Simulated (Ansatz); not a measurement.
Results of PBE+U (PAW; Ansatz, a first-principles code) for rutile MnO₂.

Settings: plane-wave cutoff 500 eV, 10×10×14 k mesh (along the axes of the cell as run), Fermi–Dirac smearing 0.05 eV, U_eff Mn 3.9 eV, magnetic order afm, spin-polarised with opposed moments, scalar-relativistic PAW data made under PBE.

Computed at the level's own relaxed cell.

**Question.** What does this level give for the volume per atom, magnetic moment (largest site, within a sphere) and band gap?

**Answer.** 
* **volume per atom**: 9.61 Å³/atom
* **magnetic moment (largest site, within a sphere)**: 2.62 μB
* **band gap**: 0.23 eV (on the SCF k mesh)

Note: the collinear magnetic order is the start's and need not be the measured one.

Moments are spin moments.

Cost on a shared machine: about 4 core-minutes (a rough figure).
